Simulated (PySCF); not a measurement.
## Structure from NMR data

An unknown has the formula C5H8. Its calculated NMR data are:

1H NMR (600 MHz, computed): δ 2.58 (m, 1H), 1.64 (d, 1H), 1.17 (d, 6H).

13C{1H} NMR (computed): δ 94.0 (C), 71.9 (CH), 25.5 (CH3), 25.1 (CH).

Computational details: geometry: PBE0-D3(BJ)/def2-TZVP, B97-2/pcSseg-2 with gauge-including orbitals, in PySCF (isolated molecule, equivalent nuclei averaged, single conformer, no relativistic terms).

References, each an isolated molecule treated in the same way: TMS for 1H (31.64 ppm) and 13C (185.38 ppm).

Deduce the structure.

Results:


- The formula gives 2 degrees of unsaturation (no ring in the answer).
- 4 carbon signals for 5 carbons: some carbons are equivalent by symmetry or fast rotation.
- Carbon types of the structure: 1 × C, 2 × CH, 2 × CH3, which accounts for all hydrogens.
- δC 94.0: alkyne carbon; the triple bond shields along its axis, which puts it between sp3 and sp2 carbons.
- δC 71.9: terminal alkyne carbon; the triple bond shields along its axis, which puts it between sp3 and sp2 carbons.
- δC 25.5: methyl carbon; saturated and bonded to C and H only.
- δC 25.1: propargylic sp3 CH; saturated and bonded to C and H only.
- δH 2.58: hydrogen on a propargylic sp3 CH.
- δH 1.64: hydrogen on a terminal alkyne carbon; it lies on the axis of the triple bond, in its shielding cone.
- δH 1.17: hydrogen on a methyl carbon.

These data were computed for SMILES C#CC(C)C.

The shifts were computed for this structure.

Shifts are as computed. Against solution values, carbons near 30 ppm lie about +3 ppm off and those near 130 ppm about +7 ppm. Of 1211 compounds with measured shifts, 218 miss one by over three times the rms of a fit or turn the order of signals round; such compounds aren't used in these exercises. No couplings were computed; multiplicities are counted from neighbouring protons, with m where these are inequivalent, close in shift, in a saturated or five-membered ring or joined by F or P, and br s for small geminal =CH2 splittings.
